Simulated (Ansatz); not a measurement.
Compare A (`COC(O)C=N`) with its isomer B (`N=C(O)CCO`).

Gas-phase electronic energies from Ansatz, PBE0-D4/def2-TZVP geometries. CCSD(T)/CBS is the MP2 limit (def2-TZVPP, def2-QZVPP) plus CCSD(T) − MP2 in def2-TZVPP, frozen cores. DFT in def2-TZVPP. B3LYP here is the variant with VWN-RPA as its local correlation; programs differ in this. One conformer a species, not always the lowest.

Q: Which is lower in electronic energy at CCSD(T)/CBS, and by how much? (An estimate is asked.)

A: The calculation gave: B, by 19.5 kcal/mol.

Q: Give E(B) − E(A) in kcal/mol with B2PLYP, CCSD/def2-TZVPP, ωB97M-V, r2SCAN-D4, HF/def2-TZVPP, CCSD(T)/def2-TZVPP, B3LYP-D4. (Best estimate.)

A: Computed: B2PLYP -19.3, CCSD/def2-TZVPP -18.7, ωB97M-V -19.8, r2SCAN-D4 -21.3, HF/def2-TZVPP -17.2, CCSD(T)/def2-TZVPP -19.0, B3LYP-D4 -19.3. None reverses the order clearly.

Largest T1 diagnostic: 0.012.

In def2-TZVPP, CCSD(T) changes the Hartree–Fock value by −1.8 kcal/mol (the triples alone add −0.2 kcal/mol) and MP2 by −3.6 kcal/mol.
